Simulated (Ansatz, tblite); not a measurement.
**The cluster AgPd3: rung by rung**

An exercise on one series of results from a longer session: the logs are not shown, and one member is left open.

Computed with Ansatz 0.2.0, Gaussian basis. Level: as each input shows.

Levels to be run: GFN1-xTB, GFN2-xTB, PBE-D4/def2-TZVP, r2SCAN-D4/def2-TZVP, CAM-B3LYP-D4/def2-TZVP, LC-ωPBE/def2-TZVP, BHLYP-D4/def2-TZVP, revPBE-D4/def2-TZVP, B3LYP-D4/def2-TZVP, PBE+5HF/def2-TZVP, PBE+10HF/def2-TZVP, PBE+15HF/def2-TZVP, PBE+35HF/def2-TZVP, PBE+50HF/def2-TZVP, PBE-D4/def2-SVP, PBE0-D4/def2-SVP, PBE0-D4/def2-TZVPD, PBE-D4/def2-TZVPD, r2SCAN-D4/def2-TZVPD, MP2/def2-TZVP, RPA/def2-TZVP.

5 further runs of the same task are left out: 1 that didn't finish, 4 set aside as unsound or not needed. Runs told in other sessions of the task aren't counted.

## The structure

The geometry is that of the doublet, from an earlier relaxation (PBE0-D4/def2-SVP). At that level it is the lowest of the isomers that a small search found.

4 atoms, charge 0, spin multiplicity 2.

Bond lengths: Pd1–Pd2 2.592 Å, Pd1–Pd3 2.592 Å, Pd1–Ag4 2.708 Å, Pd2–Pd3 2.592 Å, Pd2–Ag4 2.708 Å, Pd3–Ag4 2.708 Å. Angles: Pd2–Pd1–Pd3 60.0°, Pd2–Pd1–Ag4 61.4°, Pd3–Pd1–Ag4 61.4°, Pd1–Pd2–Pd3 60.0°, Pd1–Pd2–Ag4 61.4°, Pd3–Pd2–Ag4 61.4°, Pd1–Pd3–Pd2 60.0°, Pd1–Pd3–Ag4 61.4°, Pd2–Pd3–Ag4 61.4°, Pd1–Ag4–Pd2 57.2°, Pd1–Ag4–Pd3 57.2°, Pd2–Ag4–Pd3 57.2°.

Ag, Pd take a core potential in the def2 sets. No spin-orbit coupling is included.

PBE0-D4/def2-TZVP was run before; its log isn't repeated, and its numbers join the tables.

The first run:

Tight binding, by tblite at 300 K electronic temperature and without a spin-polarisation term:

```python
tblite.interface.Calculator('GFN1-xTB', numbers, positions, charge=0, uhf=1).singlepoint()
```

Tight binding, by tblite at 300 K electronic temperature and without a spin-polarisation term:

```python
tblite.interface.Calculator('GFN2-xTB', numbers, positions, charge=0, uhf=1).singlepoint()
```

start.molden holds the orbitals of an earlier run on this state, given as this run's starting guess.

Contents of in.yaml:

```yaml
crystal:
  periodic: [false, false, false]
  atoms:
    - {symbol: Pd, position_ang: [-1.545276, 0.313418, -0.268594]}
    - {symbol: Pd, position_ang: [0.873939, 0.904808, -0.987869]}
    - {symbol: Pd, position_ang: [0.343506, 0.423758, 1.503559]}
    - {symbol: Ag, position_ang: [0.327832, -1.641974, -0.247096]}
basis:
  gaussian: {orbitals: def2-TZVP, initial_orbitals: start.molden}
magnetization: {spin_polarized: true, initial_magnetization: 1}
hamiltonian: {xc: pbe, dispersion: d4}
scf: {omitted_lower_state_checks: [starts]}
output: {orbitals: {seedname: orbitals}}
```

Launch:

```
> ansatz run in.yaml --threads 4 --pin off --events-out ev --progress --plain --max-ram 3916MiB
```

Among the steps run: PBE-D4/def2-TZVP; r2SCAN-D4/def2-TZVP; CAM-B3LYP-D4/def2-TZVP; LC-ωPBE/def2-TZVP; BHLYP-D4/def2-TZVP; revPBE-D4/def2-TZVP; B3LYP-D4/def2-TZVP; PBE+5HF/def2-TZVP; PBE+10HF/def2-TZVP; PBE+15HF/def2-TZVP; PBE+35HF/def2-TZVP; PBE+50HF/def2-TZVP; PBE-D4/def2-SVP; PBE0-D4/def2-SVP; PBE0-D4/def2-TZVPD; PBE-D4/def2-TZVPD; r2SCAN-D4/def2-TZVPD; MP2/def2-TZVP; RPA/def2-TZVP.

One table of the session follows, with a row left open; its other results are not shown here.

It belongs to the step «Binding energy». 

```
                 level  binding an atom (eV)
          HF/def2-TZVP                 0.255
       PBE-D4/def2-SVP                 1.739
      PBE-D4/def2-TZVP                 1.763
     PBE-D4/def2-TZVPD                 1.763
   revPBE-D4/def2-TZVP                 1.618
   r2SCAN-D4/def2-TZVP                 1.847
  r2SCAN-D4/def2-TZVPD                 1.847
    B3LYP-D4/def2-TZVP                 1.370
      PBE0-D4/def2-SVP                     ?
     PBE0-D4/def2-TZVP                 1.395
    PBE0-D4/def2-TZVPD                 1.395
    BHLYP-D4/def2-TZVP                 1.036
CAM-B3LYP-D4/def2-TZVP                 1.227
     LC-ωPBE/def2-TZVP                 1.107
         RPA/def2-TZVP                 1.330
         MP2/def2-TZVP                 1.267
```

Q: Estimate the row for PBE0-D4/def2-SVP from the others.

As computed: binding an atom (eV): 1.376. In the column «binding an atom (eV)» it lies between B3LYP-D4/def2-TZVP (1.370) and PBE0-D4/def2-TZVP (1.395).

To keep in mind: Free atoms were run apart at each level; binding is atoms less cluster, divided by the number of atoms, without zero-point or spin-orbit terms.
